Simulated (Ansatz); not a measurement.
# BH₃Cl (doublet): the correlation ladder at distance B1–H4 along a hydrogen transfer = 1.404 Å, cc-pVDZ

Aim: climb from Hartree-Fock through coupled cluster and multireference methods for BH₃Cl (doublet) at one geometry and basis, and see what each rung misses.

Method: cc-pVDZ, core rule «outside noble gas», up to 6 orbitals frozen; program: Ansatz 0.2.0, Gaussian basis.

To be run: UHF; CCSD(T) on ROHF; CCSD(T) on UHF; BCCD(T) on ROHF; CISD; CCSDT(Q) on ROHF; CCSDT(Q) on UHF; CASSCF and MRCISD+Q, 3 electrons in 3 orbitals; CASSCF and NEVPT2, 3 electrons in 3 orbitals; CASSCF and NEVPT2, 13 electrons in 11 orbitals.

7 further runs of the same task are left out: 1 for a known fault of the program, 6 that didn't finish.

## Step 1: The geometry

The geometry derives from fragments relaxed apart (PBE0/def2-TZVP) and kept rigid, so it is no stationary point. A hydrogen atom is moved between rigid fragments.

5 atoms, charge 0, spin multiplicity 2.

Atoms are counted from 1 here; the program's logs count them from 0.

Bond lengths: B1–H2 1.193 Å, B1–H3 1.193 Å, B1–H4 1.404 Å. Angles: H2–B1–H3 120.0°, H2–B1–H4 120.0°, H3–B1–H4 120.0°.

## Step 2: UHF

Contents of in.yaml:

```yaml
crystal:
  periodic: [false, false, false]
  atoms:
    - {symbol: B, position_ang: [-2.365066, 0.000000, 0.000000]}
    - {symbol: H, position_ang: [-2.961799, 1.033571, 0.000000]}
    - {symbol: H, position_ang: [-2.961799, -1.033571, 0.000000]}
    - {symbol: H, position_ang: [-0.961066, 0.000000, 0.000000]}
    - {symbol: Cl, position_ang: [0.916934, 0.000000, 0.000000]}
basis:
  gaussian: {orbitals: cc-pVDZ}
magnetization: {spin_polarized: true, initial_magnetization: 1}
hamiltonian: {xc: hf}
output: {orbitals: {seedname: orbitals}}
```

Run with:

```bash
$ ansatz run in.yaml --threads 1 --pin off --events-out ev --progress --plain --max-ram 2393MiB
```

Further steps of the session: CCSD(T) on ROHF; CCSD(T) on UHF; BCCD(T) on ROHF; CISD; CCSDT(Q) on ROHF; CCSDT(Q) on UHF; CASSCF and MRCISD+Q, 3 electrons in 3 orbitals; CASSCF and NEVPT2, 3 electrons in 3 orbitals; CASSCF and NEVPT2, 13 electrons in 11 orbitals.

Q: Predict the results of all the runs planned. Wanted: UCCSDT(Q) below the RHF energy; RMP2 from UCCSDT(Q); UMP2 from UCCSDT(Q); RCCSD from UCCSDT(Q); RCCSD(T) from UCCSDT(Q); UCCSD(T) from UCCSDT(Q); RCCSDT(Q) from UCCSDT(Q); NEVPT2 pair from UCCSDT(Q); MRCISD+Q pair from UCCSDT(Q).

As calculated:

| quantity | value |
| --- | --- |
| UCCSDT(Q) below the RHF energy | -7.1956 eV |
| RMP2 from UCCSDT(Q) | +118.1 kJ/mol |
| UMP2 from UCCSDT(Q) | +119.5 kJ/mol |
| RCCSD from UCCSDT(Q) | +13.5 kJ/mol |
| RCCSD(T) from UCCSDT(Q) | +2.7 kJ/mol |
| UCCSD(T) from UCCSDT(Q) | +2.8 kJ/mol |
| RCCSDT(Q) from UCCSDT(Q) | 0.0 kJ/mol |
| NEVPT2 pair from UCCSDT(Q) | +112.8 kJ/mol |
| MRCISD+Q pair from UCCSDT(Q) | +3.9 kJ/mol |
| NEVPT2 valence from UCCSDT(Q) | +135.1 kJ/mol |
| levels within 1 kcal/mol (43 meV) | RCCSD(T), UCCSD(T), BCCD(T), RCCSDT, UCCSDT, RCCSDT(Q), MRCISD+Q pair |
| T1 diagnostic | 0.021 |
| effectively unpaired electrons | 1.01 |

**Reading.** RCCSD(T) misses by +2.7 kJ/mol, 0.4 % of the correlation energy. One determinant dominates. Of the multireference levels listed MRCISD+Q pair comes nearest in total energy (+3.9 kJ/mol), which doesn't show that its space is the better one. These misses are within one basis, not against nature; the frozen cores of restricted and unrestricted runs differ, which can shift their rows.
